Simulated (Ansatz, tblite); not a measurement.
**The cluster ZrTe₂−: a ladder of methods and basis sets**

Aim: run the doublet of the cluster ZrTe₂− at one geometry on many levels, and compare frontier levels, spin and run time.

Program: Ansatz 0.2.0, Gaussian basis. Level of theory: as each input shows. These are calculated values, not measurements.

The runs, in order: GFN1-xTB, GFN2-xTB, PBE-D4/def2-TZVPD, r2SCAN-D4/def2-TZVPD, HF/def2-TZVPD, ωB97X-V/def2-TZVPD, r2SCAN0-D4/def2-TZVPD, B97M-V/def2-TZVPD, revPBE-D4/def2-TZVPD, PBE+5HF/def2-TZVPD, PBE+10HF/def2-TZVPD, PBE+15HF/def2-TZVPD, PBE+35HF/def2-TZVPD, PBE+50HF/def2-TZVPD, PBE-D4/def2-SVPD, PBE0-D4/def2-SVPD, CCSD(T)/def2-SVPD, MP2/def2-TZVPD, RPA/def2-TZVPD.

6 further runs of the same task are left out: 6 set aside as unsound or not needed.

### Step 1. The structure

The geometry is that of the doublet, from an earlier relaxation (r2SCAN-D4/def2-TZVPD). At that level it is the lowest of the isomers that a small search found.

3 atoms, charge -1, spin multiplicity 2.

Bond lengths: Zr1–Te2 2.613 Å, Zr1–Te3 2.613 Å. Angles: Te2–Zr1–Te3 117.7°.

Te, Zr take a core potential in the def2 sets. No spin-orbit coupling is included. The ion is computed in the gas phase, without counter-ions or solvent.

PBE0-D4/def2-TZVPD was run before; its log isn't repeated, and its numbers join the tables.

### Step 2. GFN1-xTB

Tight binding, by tblite at 300 K electronic temperature and without a spin-polarisation term:

```python
tblite.interface.Calculator('GFN1-xTB', numbers, positions, charge=-1, uhf=1).singlepoint()
```

Energy -246.8282 eV; 0.003 s.

### Step 3. GFN2-xTB

Tight binding, by tblite at 300 K electronic temperature and without a spin-polarisation term:

```python
tblite.interface.Calculator('GFN2-xTB', numbers, positions, charge=-1, uhf=1).singlepoint()
```

Energy -213.6212 eV; 0.005 s.

### Step 4. PBE-D4/def2-TZVPD

start.molden holds the orbitals of an earlier run on this state, given as this run's starting guess.

in.yaml reads:

```yaml
crystal:
  periodic: [false, false, false]
  atoms:
    - {symbol: Zr, position_ang: [0.715620, 0.103328, 0.537601]}
    - {symbol: Te, position_ang: [-1.171527, -1.609190, 1.113732]}
    - {symbol: Te, position_ang: [0.455917, 1.505872, -1.651324]}
basis:
  gaussian: {orbitals: def2-TZVPD, initial_orbitals: start.molden}
total_charge: -1
magnetization: {spin_polarized: true, initial_magnetization: 1}
hamiltonian: {xc: pbe, dispersion: d4}
scf: {omitted_lower_state_checks: [starts]}
output: {orbitals: {seedname: orbitals}}
```

On the command line:

```console
ansatz run in.yaml --threads 4 --pin off --events-out ev --progress --plain --max-ram 3916MiB
```

Further steps of the session: r2SCAN-D4/def2-TZVPD; HF/def2-TZVPD; ωB97X-V/def2-TZVPD; r2SCAN0-D4/def2-TZVPD; B97M-V/def2-TZVPD; revPBE-D4/def2-TZVPD; PBE+5HF/def2-TZVPD; PBE+10HF/def2-TZVPD; PBE+15HF/def2-TZVPD; PBE+35HF/def2-TZVPD; PBE+50HF/def2-TZVPD; PBE-D4/def2-SVPD; PBE0-D4/def2-SVPD; CCSD(T)/def2-SVPD; MP2/def2-TZVPD; RPA/def2-TZVPD.

Before running them: what should the planned runs give, taken together? Wanted: gap in def2-TZVPD, named functionals and Hartree-Fock, smallest and largest; gap over the share of exact exchange; correlation energy, CCSD(T)/def2-SVPD; correlation energy, MP2/def2-TZVPD; ⟨S²⟩ in def2-TZVPD, named functionals and Hartree-Fock, smallest and largest; PBE0 total energy, smallest basis above largest.

The runs gave:

```
                                                                    quantity                            value
 gap in def2-TZVPD, named functionals and Hartree-Fock, smallest and largest   0.65 eV (B97M-V), 6.12 eV (HF)
                                        gap over the share of exact exchange     0.77 eV at 0, 4.06 eV at 0.5
                                       correlation energy, CCSD(T)/def2-SVPD                        -14.17 eV
                                          correlation energy, MP2/def2-TZVPD                        -33.14 eV
⟨S²⟩ in def2-TZVPD, named functionals and Hartree-Fock, smallest and largest                     0.755, 0.840
                             PBE0 total energy, smallest basis above largest  0.73 eV (def2-SVPD, def2-TZVPD)
```

Orbital gaps of the named functionals and Hartree-Fock in def2-TZVPD span 0.65 eV (B97M-V) to 6.12 eV (HF); exact exchange widens it. Raising the share of exact exchange from 0 to 0.5 moves the HOMO by -2.08 eV and the LUMO by +1.22 eV. Over the named functionals and Hartree-Fock in def2-TZVPD spin contamination reaches 0.09 (HF), which is small. Notes on CCSD(T)/def2-SVPD: large T1 diagnostic.
